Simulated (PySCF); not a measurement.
**doublet [C4H12N2]+: levels of theory compared**

Aim: a comparison of 6 runs (U-r2SCAN/6-31G*, U-revPBE/6-31G*, UM06-L/6-31G*, UPBE/6-31G*, UPBE0/6-31G*, UTPSS/6-31G*) of doublet [C4H12N2]+. The job is set up through a Python script.

The calculation is run with PySCF 2.14.0.

2 further runs of the same task are left out: 2 set aside as unsound or not needed.

### Step 1. The molecule

[C4H12N2]+ has 18 atoms, charge +1, and is taken as a doublet. As SMILES of the parent species, `CC(C)(N)CN`. The coordinates come from a GFN2-xTB relaxation. This is one conformer, not always the lowest. That shape belongs to the parent species and isn't relaxed for this state.

Some bond lengths: C1–C2 1.531 Å, C2–C3 1.537 Å, C2–N4 1.461 Å, C2–C5 1.549 Å, C5–N6 1.448 Å, C1–H7 1.087 Å, C1–H8 1.088 Å, C1–H9 1.087 Å, C3–H10 1.087 Å, C3–H11 1.089 Å, C3–H12 1.089 Å, N4–H13 1.015 Å, N4–H14 1.014 Å, C5–H15 1.095 Å, C5–H16 1.093 Å, N6–H17 1.015 Å. Some angles: C1–C2–C3 109.6°, C1–C2–N4 107.8°, C1–C2–C5 110.8°, C3–C2–N4 112.6°, C3–C2–C5 109.1°, N4–C2–C5 106.9°, C2–C5–N6 115.3°, C2–C1–H7 110.1°, C2–C1–H8 110.3°, C2–C1–H9 110.5°.

### Step 2. A single-point energy at U-r2SCAN/6-31G(d) (spherical functions) (run 1)

File input.py:

```python
from pyscf import gto, dft

mol = gto.M(
    atom='''
C      0.619036    -2.567722     1.142887
C      0.316076    -0.138857    -0.398581
C      2.910859     0.727923    -1.371620
N     -1.467127    -0.655263    -2.442225
C     -0.855328     1.989069     1.235390
N     -3.375750     1.486761     2.176095
H     -1.224996    -3.320400     1.647161
H      1.608554    -3.994068     0.040478
H      1.691815    -2.203251     2.856623
H      4.190581     1.074253     0.197420
H      3.741355    -0.714335    -2.583331
H      2.729388     2.466905    -2.457022
H     -1.652490     0.889532    -3.564231
H     -0.831593    -2.098182    -3.532049
H     -0.964573     3.709154     0.089686
H      0.378569     2.374252     2.845757
H     -3.333685     0.025171     3.416266
H     -4.480635     0.949058     0.701353
''',
    basis='6-31g*',
    spin=1,
    verbose=3,
    max_memory=1860,
    charge=1,
    unit='bohr',
)

ks = dft.UKS(mol, xc='r2scan')
ks.grids.level = 5
ks.conv_tol = 1e-10
ks.kernel()
if not ks.converged:
    ks = ks.newton().run(ks.mo_coeff, ks.mo_occ)

energy = ks.e_tot
print(f'total energy: {energy:.8f} hartree')
```

Command:

```bash
$ OMP_NUM_THREADS=1 python input.py
```

Log:

```text
SCF not converged.
SCF energy = -268.66411357808 after 50 cycles  <S^2> = 0.75346956  2S+1 = 2.0034666
converged SCF energy = -268.66411363133  <S^2> = 0.75347031  2S+1 = 2.0034673
total energy: -268.66411363 hartree
```

It took 8.5 min on 1 thread of Arm Neoverse V1, shared host; peak memory 1.5 GiB.

### Step 3. The energy at U-revPBE/6-31G(d) (spherical functions) (run 2)

File calc.py:

```python
from pyscf import gto, dft

molecule = gto.M(
    atom=[
    ('C', (0.327580, -1.358780, 0.604790)),
    ('C', (0.167260, -0.073480, -0.210920)),
    ('C', (1.540360, 0.385200, -0.725830)),
    ('N', (-0.776370, -0.346750, -1.292370)),
    ('C', (-0.452620, 1.052570, 0.653740)),
    ('N', (-1.786370, 0.786760, 1.151540)),
    ('H', (-0.648240, -1.757080, 0.871640)),
    ('H', (0.851210, -2.113570, 0.021420)),
    ('H', (0.895270, -1.165910, 1.511660)),
    ('H', (2.217560, 0.568470, 0.104470)),
    ('H', (1.979840, -0.378010, -1.367040)),
    ('H', (1.444330, 1.305430, -1.300200)),
    ('H', (-0.874460, 0.470720, -1.886110)),
    ('H', (-0.440060, -1.110310, -1.869080)),
    ('H', (-0.510430, 1.962800, 0.047460)),
    ('H', (0.200330, 1.256400, 1.505910)),
    ('H', (-1.764110, 0.013320, 1.807810)),
    ('H', (-2.371050, 0.502220, 0.371140)),
],
    verbose=4,
    spin=1,
    charge=1,
    basis='6-31g*',
    max_memory=1860,
)

calc0 = dft.UKS(molecule)
calc0.xc = 'revpbe'
calc0.grids.level = 5
calc0.conv_tol = 1e-10
calc0.kernel()
if not calc0.converged:
    calc0 = calc0.newton().run(calc0.mo_coeff, calc0.mo_occ)

etot = calc0.e_tot
print('Final energy', etot)
```

Command:

```bash
$ OMP_NUM_THREADS=1 python calc.py
```

Log:

```text
PySCF version 2.14.0

[... 178 lines left out ...]
converged SCF energy = -268.751345445221  <S^2> = 0.7516056  2S+1 = 2.001605
Final energy -268.7513454452213
```

Wall time 3.4 min (1 thread of Arm Neoverse V1, shared host); peak memory 0.61 GiB.

Runs 3 to 5 aren't shown in full; the table further down has their settings and results.

### Step 4. A single-point energy at UTPSS/6-31G(d) (spherical functions) (run 6)

calc.py: that of step 3 with these lines changed.

```diff
@@ -2,3 +2,3 @@
 
-molecule = gto.M(
+mol = gto.M(
     atom=[
@@ -23,18 +23,18 @@
 ],
-    verbose=4,
+    verbose=3,
+    charge=1,
     spin=1,
-    charge=1,
+    max_memory=1860,
     basis='6-31g*',
-    max_memory=1860,
 )
 
-calc0 = dft.UKS(molecule)
-calc0.xc = 'revpbe'
-calc0.grids.level = 5
-calc0.conv_tol = 1e-10
-calc0.kernel()
-if not calc0.converged:
-    calc0 = calc0.newton().run(calc0.mo_coeff, calc0.mo_occ)
+mf = dft.UKS(mol)
+mf.xc = 'tpss'
+mf.grids.level = 5
+mf.conv_tol = 1e-10
+mf.kernel()
+if not mf.converged:
+    mf = mf.newton().run(mf.mo_coeff, mf.mo_occ)
 
-etot = calc0.e_tot
-print('Final energy', etot)
+etot = mf.e_tot
+print('E = %.10f Eh' % etot)
```

Command:

```bash
$ OMP_NUM_THREADS=1 python calc.py
```

Log:

```text
WARN: HOMO -0.29367883265432 >= LUMO -0.293678832654321

SCF not converged.
SCF energy = -268.879080797481 after 50 cycles  <S^2> = 0.75228699  2S+1 = 2.0022857
converged SCF energy = -268.879080846913  <S^2> = 0.75228658  2S+1 = 2.0022853
E = -268.8790808469 Eh
```

Run time: 9.3 min. Hardware: 1 thread of Arm Neoverse V1, shared host; peak memory 1.5 GiB.

### Step 5. Overview of the runs

| run | level | energy (Eh) | HOMO energy (eV) | LUMO energy (eV) | ⟨S²⟩ | wall time |
| --- | --- | --- | --- | --- | --- | --- |
| 1 | U-r2SCAN/6-31G* (spherical functions) | -268.664114 | -11.38 | -11.20 | 0.753 | 8.5 min |
| 2 | U-revPBE/6-31G* (spherical functions) | -268.751345 | -11.20 | -11.07 | 0.752 | 3.4 min |
| 3 | UM06-L/6-31G* (spherical functions) | -268.790259 | -11.47 | -11.25 | 0.753 | 11 min |
| 4 | UPBE/6-31G* (spherical functions) | -268.475147 | -11.24 | -11.13 | 0.752 | 4.7 min |
| 5 | UPBE0/6-31G* (spherical functions) | -268.504550 | -12.11 | -10.60 | 0.755 | 2.2 min |
| 6 | UTPSS/6-31G* (spherical functions) | -268.879081 | -11.22 | -11.07 | 0.752 | 9.3 min |

### Step 6. Outcome

| quantity | value |
| --- | --- |
| run 6: total energy | -268.87908 Eh |
| run 6: HOMO energy (highest over α and β) | -11.22 eV |
| run 6: LUMO energy (lowest over α and β) | -11.07 eV |
| run 6: ⟨S²⟩ | 0.752 |

Totals of different functionals can't be ranked against each other. All runs together took 39 min, the longest 11 min.
